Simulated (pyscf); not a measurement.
## Concerted fragmentation: F–SiH•–F (SMILES F[SiH]F) + H₂ (SMILES [H][H]) → HF (SMILES F) + F–SiH: (SMILES F[SiH]) [singlet] + H• (SMILES [H])

Gas phase, doublet surface, charge 0. Bonds broken: F1–Si2, H5–H6. Bonds formed: F1–H5. Structures and frequencies: ωB97X-D3(BJ)/def2-SVP in PySCF.

Transition state (Å):

```xyz
6

F     -0.6149     0.9165     0.4608
Si     0.6166     1.0713    -1.0730
F      1.6244     0.0901    -0.1836
H     -0.1491    -0.0189    -1.8240
H     -0.3042     0.0975     1.0038
H      0.2030    -0.8438     1.4876
```

One imaginary mode, 2378i cm⁻¹; descent along it reached the two sides named, in the forms told below.

| bond | change | reactant side (Å) | saddle | product side |
|---|---|---|---|---|
| F1–Si2 | breaks | 1.625 | 1.973 | 2.262 |
| H5–H6 | breaks | 0.760 | 1.174 | 2.7 |
| F1–H5 | forms | 2.452 | 1.031 | 0.941 |

Electronic energies relative to the separated reactants (kcal/mol):

```csv
level,barrier,reaction energy,reverse barrier
ωB97X-D3(BJ)/def2-TZVP,93.7,+94.1,-0.4
PBE/def2-TZVP,77.5,+92.4,-14.9
r²SCAN/def2-TZVP,86.2,+101.4,-15.2
B3LYP-D3(BJ)/def2-TZVP,84.2,+95.0,-10.8
PBE0-D3(BJ)/def2-TZVP,86.2,+93.6,-7.4
M06-2X/def2-TZVP,93.5,+95.6,-2.1
ωB97M-D3(BJ)/def2-TZVP,89.1,+89.8,-0.6
HF/def2-TZVP,104.5,+89.2,15.3
```

With ωB97M-D3(BJ)/def2-TZVP energies and thermal terms (ideal gas, 1 atm, RRHO with modes under 100 cm⁻¹ raised to 100, one conformer, R ln 2 for chiral ones without a mode under 150 cm⁻¹), in kcal/mol:

| T (K) | ΔH‡ | ΔG‡ | ΔH | ΔG |
|---|---|---|---|---|
| 298 | 86.2 | 93.3 | +87.6 | +78.7 |
| 600 | 86.2 | 100.6 | +87.8 | +69.6 |
| 900 | 86.6 | 107.8 | +87.8 | +60.5 |
| 1200 | 87.2 | 114.8 | +87.7 | +51.4 |

On the product side the descent ends in a complex, 6.8 kcal/mol under the separated species and 6.4 kcal/mol under the saddle at ωB97X-D3(BJ)/def2-TZVP. At ωB97X-D3(BJ)/def2-TZVP, PBE0-D3(BJ), M06-2X, ωB97M-D3(BJ) the saddle lies under the separated products, which points to a path from their complex (located at ωB97X-D3(BJ) alone), and parting the products costs more than the saddle. At PBE, r²SCAN, B3LYP-D3(BJ) this geometry lies under the product side: in single points on another level's saddle the reverse barrier vanishes, and the forward threshold there is about the reaction energy. The same reactants have a lower exit, to F–SiH₂–F + H• (barrier +13.7 kcal/mol at ωB97M-D3(BJ)/def2-TZVP, against +89.1 kcal/mol here). This is the saddle that the search found; another between the same sides may lie lower.
